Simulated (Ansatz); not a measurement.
Reaction (SMILES): CCl (CH3-Cl) → [CH2-]Cl + H+
B3LYP-D3(BJ)/def2-TZVP geometries, fixed; electronic energies without zero-point terms.

How fast the deprotonation energy converges with the basis for several methods (Ansatz, a first-principles code): deviation from each method's own reference, in kcal/mol. References: B3LYP 404.30 kcal/mol, the value in aug-pcseg-3; CCSD(T) 405.18 kcal/mol, Hartree-Fock in aug-cc-pV(Q+d)Z plus the correlation part extrapolated as X^-3 from aug-cc-pV(T+d)Z and aug-cc-pV(Q+d)Z; HF 410.70 kcal/mol, the value in aug-pcseg-3; MP2 405.28 kcal/mol, Hartree-Fock in aug-cc-pV(Q+d)Z plus the correlation part extrapolated as X^-3 from aug-cc-pV(T+d)Z and aug-cc-pV(Q+d)Z; PBE 402.10 kcal/mol, the value in aug-pcseg-3; r2SCAN 405.38 kcal/mol, the value in aug-pcseg-3. Cartesian d functions, on some or all atoms, in 6-311G**; all else is spherical. In correlated methods cores are frozen. No added dispersion term, no relativity. 

```tsv
basis	functions	B3LYP	CCSD(T)	HF	MP2	PBE	r2SCAN
6-31G	28	14.81	14.55	3.13	14.62	17.50	12.65
def2-SV(P)	38	13.49	15.44	7.11	15.62	14.57	10.90
def2-SVP	47	14.47	20.10	8.94	19.94	15.42	11.99
6-311G**	63	5.68	11.64	2.02	11.69	7.17	4.67
def2-TZVP	86	3.90	4.80	1.89	4.54	4.80	3.08
6-311++G(2d,2p)	92	-0.68	1.65	-1.24	1.29	-0.27	-0.80
jun-cc-pV(T+d)Z	129	-0.37	1.13	-0.56	1.08	-0.21	-0.42
6-311++G(3df,3pd)	140	-0.03	1.69	-0.36	1.72	0.24	-0.14
```

Mean absolute deviation over 6-311G**, def2-TZVP, 6-311++G(2d,2p), jun-cc-pV(T+d)Z, 6-311++G(3df,3pd): HF 1.21, r2SCAN 1.82, B3LYP 2.13, PBE 2.54, MP2 4.06, CCSD(T) 4.18 kcal/mol.
